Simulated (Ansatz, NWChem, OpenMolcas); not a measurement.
**How basis sets differ on C2H2F4 (norflurane)**

C2H2F4: 8 atoms, total charge 0, spin state singlet. As SMILES, `FCC(F)(F)F`. The shape is that of a PBE0-D4/def2-TZVP optimisation.

Quantity: the dipole moment, in D. The values are calculated.

```tsv
level	kind	program	value (D)
HF/ANO-S-MB	Hartree–Fock	OpenMolcas	2.10
HF/STO-3G	Hartree–Fock	Ansatz	1.36
HF/3-21G	Hartree–Fock	OpenMolcas	2.46
HF/cc-pVDZ	Hartree–Fock	OpenMolcas	2.27
HF/def2-SVP	Hartree–Fock	NWChem	2.34
```

The values span 1.36 to 2.46 D. Sets without polarisation functions give poor dipoles.
